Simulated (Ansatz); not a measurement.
**Relaxing NaHF2**

Method: Ansatz, DFT PBEsol, scalar-relativistic, plane waves, PAW.

The start is a database structure of NaHF2, space group R-3m (No. 166).

The final relaxation ran on this input, with the default PAW datasets:

```yaml
crystal:
  lattice:
    - [1.7327528183, 1.0004053061, 4.5908014645]
    - [-1.7327528183, 1.0004053061, 4.5908014645]
    - [0.0, -2.0008106122, 4.5908014645]
  atoms:
    - { symbol: Na, position: [0.0, 0.0, 0.0] }
    - { symbol: H, position: [0.5, 0.5, 0.5] }
    - { symbol: F, position: [0.4170427366, 0.4170427366, 0.4170427366] }
    - { symbol: F, position: [0.5829572634, 0.5829572634, 0.5829572634] }
basis:
  ecutwfc: 420
kpoints:
  mp_grid: { grid: [12, 12, 12] }
hamiltonian:
  xc: pbesol
scf:
  occupations: { method: gaussian, width: 0.02 }
output:
  forces: true
  stress: true
  eigenvalues: true
relax:
  adjacent_minimum: "off"
  f_tol: 0.01
  max_steps: 80
  cell: { stress_tol: 0.05 }
```

Launched as:

```bash
ansatz run input.yaml --threads 1 --pin off --max-ram 2560MiB --backend cpu --events-out ev --progress --plain --runs-dir out
```

The run took 38 s on 1 thread of Arm Neoverse V2, on a shared host, peak memory 0.41 GiB.

The program printed at the end:

```
SCF converged after 5 iterations
Free energy (F): -3095.906948 eV
Harris-Foulkes:  -3095.906948 eV  (|F-HF|=9.80e-10)
Internal energy: -3095.906948 eV  (E = F + TS)
E sigma→0 (E₀):  -3095.906948 eV
Fermi energy:    1.680535 eV
--- Per-component energies (eV) ---
  E_band       = -339.090472
  E_kinetic    = 547.409831
  E_local      = -2674.619750  (includes V_loc(G=0)·N_el)
  E_nonlocal   = 265.187824
  E_hartree    = 979.338929
  E_xc         = -204.809324
  E_vxc        = -264.323130  (∫ρ·V_xc dr)
  E_paw        = -641.499661  (= ΣΔE_a)
  E_vpaw       = -171.426280  (= ΣTr[D̂ρ^β])
  E_aug_tail   = 0.003255  (compensation charges beyond the density's cutoff)
  E_ewald      = -1367.057630
  E_core_change = 0.139579  (= ΣΔE_core)
  E_smearing   =  0.000000  (= −TS)
  E_closure    =  0.000000  (closes the sum)
  Σ components = -3095.906948   (vs F -3095.906948, Δ=0.00e0)
--- Forces (eV/Å), atoms counted from 1 ---
  atom   1  Na     0.00000000     0.00000000     0.00000000
  atom   2  H      0.00000000     0.00000000     0.00000000
  atom   3  F      0.00000000     0.00000000     0.00094981
  atom   4  F      0.00000000     0.00000000    -0.00094981
  max |Σ_I F_I| component: 2.31e-18 eV/Å
--- Stress (GPa, compression-positive) ---
        0.025504       0.000000       0.000000
        0.000000       0.025504       0.000000
        0.000000       0.000000       0.005779
  P = ⅓ Tr σ = 0.0189 GPa (0.189 kbar)
--- Relaxed structure (4 steps of the walk, 4 accepted, 2 SCFs on fresh bases) ---
  F+E_penalty+E_count = -3095.90694788 eV   max|allowed force component| = 9.498e-4 eV/Å   (the final SCF, on the basis selected at the relaxed cell)
  cell:  # Å, volume = 47.9342 Å³
    - [1.738783, 1.003887, 4.576819]
    - [-1.738783, 1.003887, 4.576819]
    - [0.000000, -2.007774, 4.576819]
  atoms:
    - { symbol: Na, position: [0.000000, 0.000000, 0.000000] }
    - { symbol: H, position: [0.500000, 0.500000, 0.500000] }
    - { symbol: F, position: [0.416824, 0.416824, 0.416824] }
    - { symbol: F, position: [0.583176, 0.583176, 0.583176] }
```

Absolute energies hang on the potentials; compare differences alone.

The result has space group R-3m (No. 166). Na has 6 F at 2.31 Å; H is coordinated by 2 F at 1.14 Å; F has 1 H at 1.14 Å.

Against the elements it lies at -2.286 eV/atom. The zero of energy is the elements' standard structures at the same level (F₂, H₂ as molecules); no fitted shifts are applied.

Symmetry constrained the relaxation, so the result can be a saddle point.